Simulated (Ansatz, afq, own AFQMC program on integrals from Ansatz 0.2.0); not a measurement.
# SiHCl, triplet in cc-pVTZ, levels against CCSDT(Q)

```yaml
atoms:
  - { symbol: Cl, position_ang: [0.0000, 0.0000, -1.8613] }
  - { symbol: H, position_ang: [0.0000, 0.0000, 0.2107] }
  - { symbol: Si, position_ang: [0.0000, 0.0000, 1.6507] }
```

Connectivity, by distances: Cl ··· SiH.

Basis cc-pVTZ. Noble-gas cores (and the filled d shells of Ga–Kr and In–Xe) are frozen. Integrals, coupled cluster, full CI and functionals: Ansatz 0.2.0; the random walks run on the same integrals in our own AFQMC program. The CISD trial takes its coefficients from CCSD amplitudes. Released means that phaseless walkers are propagated on without the constraint, phases kept. Error bars are statistical, one sigma.

Determinant: UHF, the one that the program's search chose, which needn't be the lowest solution. The geometry is a point of a scan.

No full CI on the walks' own integrals is used here; CCSDT(Q) serves as the reference and is uncertain by about the last step of the cluster series.

Cautions: lower spins were not checked; the determinant is a saddle point among determinants of its kind.

```
T1 diagnostic                               : 0.0278
weight of the determinant in the CISD state : 0.844
⟨S²⟩ of the determinant                     : 2.030
size of the correlated space                : 12 electrons in 72 orbitals
```

Reference: CCSDT(Q), correlation energy -8.399 eV. The released energy is read at 2.40 1/Eh (meV from the phaseless value at times in 1/Eh: -9 ± 5 at 0.24, -14 ± 5 at 0.51, -20 ± 6 at 0.99, -18 ± 6 at 1.62, -21 ± 9 at 2.40).

| level | E − E(reference) (kJ/mol) | share of correlation (%) |
| --- | --- | --- |
| HF | 810.4 | 0.00 |
| MP2 | 152.1 | 81.23 |
| CCSD | 33.1 | 95.92 |
| CCSD(T) | 5.6 | 99.31 |
| CCSDT | 1.2 | 99.86 |
| ph-AFQMC/CISD | 2.5 ± 0.5 | 99.69 |
| released AFQMC | 0.5 ± 0.9 | 99.94 |

A walk keeps the symmetry of its determinant, which the program's search chose and which needn't be the lowest solution, so a lower state of the same spin and another symmetry isn't excluded. Released energies are given only where the last usable release times agree within the noise; a slower fall can still hide under it.
